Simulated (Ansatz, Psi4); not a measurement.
Exact exchange and the vertical electron affinity of C2

C2: 2 atoms, total charge 0, spin state singlet. SMILES: `[C]#[C]`. The shape is that of a PBE0-D4/def2-TZVP optimisation.

The vertical electron affinity (to the doublet anion) y, in eV, basis aug-cc-pVTZ; a is the functional's share of exact exchange. Programs: Ansatz 0.2.0, Psi4 1.11.

| functional | program | a | y (eV) |
| --- | --- | --- | --- |
| PBE | Psi4 | 0 | 4.03 |
| TPSS | Psi4 | 0 | 4.07 |
| TPSSh | Psi4 | 0.1 | ? |
| B3LYP | Psi4 | 0.2 | 4.36 |
| PBE0 | Psi4 | 0.25 | 4.35 |
| r2SCAN0 | Ansatz | 0.25 | 4.55 |
| BHLYP | Psi4 | 0.5 | 4.59 |

Question: Fit y = c + s·a to the known rows and predict TPSSh.

Answer: 
1. Means of the 6 rows: a = 0.2000, y = 4.325.
2. Σ(Δa)² = 0.175, Σ(Δa·Δy) = 0.202, so the slope is 0.202/0.175 = 1.1543.
3. Intercept: 4.325 − (1.1543) × 0.2000 = 4.094. The largest residual of the fit is 0.17.
4. TPSSh: 4.094 + (1.1543) × 0.1 = 4.21 eV.

The run gave 4.20 eV, so the prediction is off by +0.01 eV, within the largest residual. The rows mix families of semi-local functionals, which the line can't see.
